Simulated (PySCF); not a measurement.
Calculation: TPSSh-D3(BJ)/def2-TZVP // PBE0-D3(BJ)/def2-TZVP in PySCF. Gas-phase values, no solvent. One relaxed conformer stands for a flexible species; it need not be the lowest. 

Reference species (SMILES): `[CH3]` (neutral, multiplicity 2).

The highest occupied spin orbital is -6.06 eV.

Changed species: `O=C[N]C` (C–N–C–O torsion 35°) (radical fragment; the reference has radical fragment).

### Question
What does the change do to the highest occupied spin orbital?

### Answer
the highest occupied spin orbital decreases by 0.92 eV, to -6.98 eV.
